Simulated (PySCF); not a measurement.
Multinuclear NMR of CO2

Geometry:
```
atom   x (Å)   y (Å)   z (Å)
  O1  -1.101   0.364  -0.006
  C2   0.004   0.070  -0.004
  O3   1.109  -0.225  -0.002
```

Theoretical values (PySCF 2.14.0 with density-fitted response routines): NMR shieldings at PBE0/pcSseg-1/GIAO, spin–spin couplings from B3LYP/pcJ-1, geometry from GFN2-xTB. One conformer, no relativistic terms, no solvent, averaged over atoms made equivalent by symmetry, fast rotation or ring inversion.

Predict the 17O NMR data.

Answers


```
atoms      environment  σ (ppm)  δ (ppm)
O1/O3  carbonyl oxygen    222.3     64.2
```

Shieldings were converted by a linear fit to measured shifts: 17O: δ = 266.70 − 0.911σ (rms 10.7 ppm, 155 shifts, 12.2 ppm with the 3 outliers that the fit left out vs liquid water, solution or neat liquid). A few per cent of atoms miss by over 2 rms, more outside the fitted compound classes.

Couplings (the largest are listed; each averaged over equivalent pairs; quadrupolar broadening usually hides them): 1J(O1,C2) = 11.1 Hz, 2J(O1,O3) = 3.5 Hz.

On a 300 MHz spectrometer 17O resonates near 40.7 MHz, so 1 ppm is 40.7 Hz.
